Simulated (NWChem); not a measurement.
# HF (hydrogen fluoride): levels of theory compared

Aim: a comparison of 6 runs (HF/STO-3G, HF/3-21G, BHLYP/cc-pVTZ, BLYP/cc-pVTZ, r2SCAN/cc-pVTZ, revPBE/cc-pVTZ) of HF (hydrogen fluoride). 

The calculation is run with NWChem 7.3.0.

20 further runs of the same task are left out: 20 set aside as unsound or not needed.

### Step 1. The molecule

The species is HF (2 atoms), meant as a singlet with charge 0. As SMILES, `F`. The F1–H2 distance was set to 1.058 Å, away from the relaxed value.

Bond lengths: F1–H2 1.058 Å.

### Step 2. The energy at HF/STO-3G (run 1)

mymol.nw reads:

```
start mymol
title "FH"
memory 2200 mb
geometry noautosym nocenter noautoz
F     -0.507038     0.187994    -0.255339
H      0.390000    -0.144600     0.196400
end
basis spherical bse
* library STO-3G
end
scf
thresh 1e-08
maxiter 80
print low
end
task scf energy
```

On the command line:

```console
$ nwchem mymol.nw > mymol.out
```

Log:

```text
Northwest Computational Chemistry Package (NWChem) 7.3.0
             --------------------------------------------------------

           Job information
           ---------------

    nwchem branch   = 7.3.0
    use scalapack   = T
    input           = mymol.nw
    prefix          = mymol.
    data base       = ./mymol.db
    status          = startup
    nproc           =        1

           Memory information
           ------------------

    heap     =     72089598 doubles =      550.0 Mbytes
    stack    =     72089595 doubles =      550.0 Mbytes
    global   =    144179200 doubles =     1100.0 Mbytes (distinct from heap & stack)
    total    =    288358393 doubles =     2200.0 Mbytes
    verify   = yes
    hardfail = no

           Directory information
           ---------------------

  0 permanent = .
  0 scratch   = .

                                NWChem Input Module
                                -------------------

                                        FH
                                        --

 Scaling coordinates for geometry "geometry" by  1.889725989
 (inverse scale =  0.529177249)

                             Geometry "geometry" -> ""
                             -------------------------

 Output coordinates in angstroms (scale by  1.889725989 to convert to a.u.)

  No.       Tag          Charge          X              Y              Z
 ---- ---------------- ---------- -------------- -------------- --------------
    1 F                    9.0000    -0.50703800     0.18799400    -0.25533900
    2 H                    1.0000     0.39000000    -0.14460000     0.19640000

      Atomic Mass
      -----------

      F                 18.998400
      H                  1.007825

 Effective nuclear repulsion energy (a.u.)       4.5015076557

            Nuclear Dipole moment (a.u.)
            ----------------------------
        X                 Y               Z
 ---------------- ---------------- ----------------
    -7.8864728366     2.9240599495    -3.9715445136

            XYZ format geometry
            -------------------
     2
 geometry
 F                    -0.50703800     0.18799400    -0.25533900
 H                     0.39000000    -0.14460000     0.19640000

 Summary of "ao basis" -> "" (spherical)
 ------------------------------------------------------------------------------
       Tag                 Description            Shells   Functions and Types
 ---------------- ------------------------------  ------  ---------------------
 *                           STO-3G                   on all atoms

                      Basis "ao basis" -> "ao basis" (spherical)
                      -----
  [basis functions not shown]

 Summary of "ao basis" -> "ao basis" (spherical)
 ------------------------------------------------------------------------------
       Tag                 Description            Shells   Functions and Types
 ---------------- ------------------------------  ------  ---------------------
 F                           STO-3G                  3        5   2s1p
 H                           STO-3G                  1        1   1s

                                 NWChem SCF Module
                                 -----------------

                                        FH

  ao basis        = "ao basis"
  functions       =     6
  atoms           =     2
  closed shells   =     5
  open shells     =     0
  charge          =   0.00
  wavefunction    = RHF
  input vectors   = atomic
  output vectors  = ./mymol.movecs
  use symmetry    = F
  symmetry adapt  = F

 Forming initial guess at       0.0s

 Starting SCF solution at       0.0s

       Final RHF  results
       ------------------

         Total SCF energy =    -98.561631874834
      One-electron energy =   -148.495262150391
      Two-electron energy =     45.432122619850
 Nuclear repulsion energy =      4.501507655707

        Time for solution =      0.0s

 Task  times  cpu:        0.0s     wall:        0.0s
 Total times  cpu:        0.0s     wall:        0.0s
```

It took 0.54 s on 1 thread of AMD EPYC 9R45 (Zen 5), shared host; peak memory 0.099 GiB.

### Step 3. The energy at HF/3-21G (run 2)

run.py reads:

```python
from ase import Atoms
from ase.calculators.nwchem import NWChem

molecule = Atoms(['F', 'H'], positions=[
    [-0.507038, 0.187994, -0.255339],
    [0.390000, -0.144600, 0.196400],
])

calc = NWChem(
    label='m1',
    theory='scf',
    memory='2200 mb',
    basis='3-21G',
    basispar='spherical bse',
    scf={'nopen': '0', 'rhf': None, 'thresh': '1e-08', 'maxiter': '80', 'print': 'low'},
    task='energy',
)
molecule.calc = calc

print(f"energy = {molecule.get_potential_energy():.6f} eV")
```

On the command line:

```console
$ export ASE_NWCHEM_COMMAND="nwchem PREFIX.nwi > PREFIX.nwo"
$ python run.py
```

Log:

```text
energy = -2706.123088 eV
```

The calculator wrote m1.nwi:

```
title "m1"

permanent_dir m1

scratch_dir m1

start m1

geometry units angstrom nocenter noautosym noautoz
  F  -5.0703799999999999e-01 1.8799399999999999e-01 -2.5533899999999998e-01
  H  3.9000000000000001e-01 -1.4460000000000001e-01 1.9639999999999999e-01
end

memory 2200 mb

basis spherical bse noprint
   * library 3-21G
end

scf
  nopen 0
  rhf
  thresh 1e-08
  maxiter 80
  print low
end

task scf energy
```

m1.nwo:

```text
Northwest Computational Chemistry Package (NWChem) 7.3.0
             --------------------------------------------------------

           Job information
           ---------------

    nwchem branch   = 7.3.0
    use scalapack   = T
    input           = m1.nwi
    prefix          = m1.
    data base       = m1/m1.db
    status          = startup
    nproc           =        1

           Memory information
           ------------------

    heap     =     72089598 doubles =      550.0 Mbytes
    stack    =     72089595 doubles =      550.0 Mbytes
    global   =    144179200 doubles =     1100.0 Mbytes (distinct from heap & stack)
    total    =    288358393 doubles =     2200.0 Mbytes
    verify   = yes
    hardfail = no

           Directory information
           ---------------------

  0 permanent = m1
  0 scratch   = m1

                                NWChem Input Module
                                -------------------

                                        m1
                                        --

 Scaling coordinates for geometry "geometry" by  1.889725989
 (inverse scale =  0.529177249)

                             Geometry "geometry" -> ""
                             -------------------------

 Output coordinates in angstroms (scale by  1.889725989 to convert to a.u.)

  No.       Tag          Charge          X              Y              Z
 ---- ---------------- ---------- -------------- -------------- --------------
    1 F                    9.0000    -0.50703800     0.18799400    -0.25533900
    2 H                    1.0000     0.39000000    -0.14460000     0.19640000

      Atomic Mass
      -----------

      F                 18.998400
      H                  1.007825

 Effective nuclear repulsion energy (a.u.)       4.5015076557

            Nuclear Dipole moment (a.u.)
            ----------------------------
        X                 Y               Z
 ---------------- ---------------- ----------------
    -7.8864728366     2.9240599495    -3.9715445136

            XYZ format geometry
            -------------------
     2
 geometry
 F                    -0.50703800     0.18799400    -0.25533900
 H                     0.39000000    -0.14460000     0.19640000

                                 NWChem SCF Module
                                 -----------------

                                        m1

  ao basis        = "ao basis"
  functions       =    11
  atoms           =     2
  closed shells   =     5
  open shells     =     0
  charge          =   0.00
  wavefunction    = RHF
  input vectors   = atomic
  output vectors  = m1/m1.movecs
  use symmetry    = F
  symmetry adapt  = F

 Forming initial guess at       0.0s

 Starting SCF solution at       0.0s

       Final RHF  results
       ------------------

         Total SCF energy =    -99.448190007947
      One-electron energy =   -148.953420925200
      Two-electron energy =     45.003723261546
 Nuclear repulsion energy =      4.501507655707

        Time for solution =      0.0s

 Task  times  cpu:        0.0s     wall:        0.0s
 Total times  cpu:        0.0s     wall:        0.0s
```

Wall time 0.92 s (1 thread of AMD EPYC 9R45 (Zen 5), shared host); peak memory 0.099 GiB.

Run 3 isn't shown in full; the table further down has it.

### Step 4. The energy at BLYP/cc-pVTZ (run 4)

fh.nw reads:

```
start fh
title "FH"
memory stack 880 mb heap 220 mb global 1100 mb
charge 0

geometry units angstroms noautosym nocenter noautoz
  F       -0.507038       0.187994      -0.255339
  H        0.390000      -0.144600       0.196400
end

basis spherical bse
  * library cc-pVTZ
end

dft
  xc becke88 lyp
  grid xfine
  convergence energy 1e-08
  iterations 100
  mulliken
  noprint "final vectors analysis"
end

task dft energy
```

On the command line:

```console
$ nwchem fh.nw > fh.out
```

Log:

```text
[...]
          Wavefunction type:  closed shell.
          No. of atoms     :     2
          No. of electrons :    10
[...]
          Charge           :     0
          Spin multiplicity:     1
[...]
          AO basis - number of functions:    44
[...]
              XC Information
              --------------
                    Becke 1988 Exchange Functional  1.000
              Lee-Yang-Parr Correlation Functional  1.000
[...]
 d= 0,ls=0.0,diis     1   -100.4084780129 -1.05D+02  1.44D-02  5.23D-01     0.3
[...]
 d= 0,ls=0.0,diis     8   -100.4597823470  3.40D-10  4.67D-07  7.24D-09     1.5
         Total DFT energy =     -100.459782346975
      One electron energy =     -149.387379606135
           Coulomb energy =       55.193335430022
    Exchange-Corr. energy =      -10.767245826570
 Nuclear repulsion energy =        4.501507655707
[...]
      Total Density - Mulliken Population Analysis
     ---------------------------------------------
    Atom       Charge   Shell Charges
 -----------   ------   -------------------------------------------------------
    1 F    9     9.35   1.94  0.29  1.04  0.67  1.59  2.28  1.55  0.00  0.01  0.00
    2 H    1     0.65   0.21  0.30  0.05  0.01  0.07  0.01
[...]
```

Run time: 2 s. Hardware: 1 thread of AMD EPYC 9R45 (Zen 5), shared host; peak memory 0.11 GiB.

Run 5 isn't shown in full; the table further down has it.

### Step 5. The energy at revPBE/cc-pVTZ (run 6)

fh.xyz reads:

```xyz
2
FH
F     -0.507038     0.187994    -0.255339
H      0.390000    -0.144600     0.196400
```

fh.nw reads:

```
start fh
title "FH"
memory 2200 mb
geometry units angstroms noautosym nocenter noautoz
 load format xyz fh.xyz
end
basis spherical bse
 * library cc-pVTZ
end
dft
 xc revpbe cpbe96
 mult 1
 grid xfine
 convergence energy 1e-08
 iterations 100
 mulliken
end
task dft energy
```

On the command line:

```console
$ nwchem fh.nw > fh.out
```

Log:

```text
[...]
          Wavefunction type:  closed shell.
          No. of atoms     :     2
          No. of electrons :    10
[...]
          Charge           :     0
          Spin multiplicity:     1
[...]
          AO basis - number of functions:    44
[...]
              XC Information
              --------------
                        RevPBE Exchange Functional  1.000
            Perdew 1991 LDA Correlation Functional  1.000 local
           PerdewBurkeErnz. Correlation Functional  1.000 non-local
[...]
 d= 0,ls=0.0,diis     1   -100.3861613186 -1.05D+02  1.42D-02  4.62D-01     0.2
[...]
 d= 0,ls=0.0,diis     7   -100.4351767064 -7.44D-09  5.01D-07  8.87D-10     1.3
         Total DFT energy =     -100.435176706405
      One electron energy =     -149.362844146801
           Coulomb energy =       55.167741009237
    Exchange-Corr. energy =      -10.741581224548
 Nuclear repulsion energy =        4.501507655707
[...]
      Total Density - Mulliken Population Analysis
     ---------------------------------------------
    Atom       Charge   Shell Charges
 -----------   ------   -------------------------------------------------------
    1 F    9     9.34   1.94  0.28  1.05  0.66  1.57  2.32  1.52  0.00  0.01  0.00
    2 H    1     0.66   0.21  0.31  0.05  0.01  0.07  0.01
[...]
```

It took 1.8 s on 1 thread of AMD EPYC 9R45 (Zen 5), shared host; peak memory 0.11 GiB.

### Step 6. Overview of the runs

```csv
run,level,iteration cap,module,energy (Eh),wall time
1,HF/STO-3G,80,scf,-98.561632,0.54 s
2,HF/3-21G,80,scf,-99.448190,0.92 s
3,BHLYP/cc-pVTZ,100,dft,-100.424911,2.4 s
4,BLYP/cc-pVTZ,100,dft,-100.459782,2 s
5,r2SCAN/cc-pVTZ,100,dft,-100.423684,2.1 s
6,revPBE/cc-pVTZ,100,dft,-100.435177,1.8 s
```

### Step 7. What came out

```
            quantity          value
 run 6: total energy  -100.43518 Eh
run 6: dipole moment         1.93 D
  run 6: HOMO energy       -8.75 eV
  run 6: LUMO energy       -0.99 eV
run 6: HOMO–LUMO gap        7.76 eV
```

**Reading.** Over runs 4, 5, 6 the dipole moment (its size) runs from 1.93 D (revPBE/cc-pVTZ) to 2.01 D (r2SCAN/cc-pVTZ). Totals of different functionals can't be ranked against each other. In run 1 the basis is minimal, so the values are rough. All runs together took 9.8 s, the longest 2.4 s.
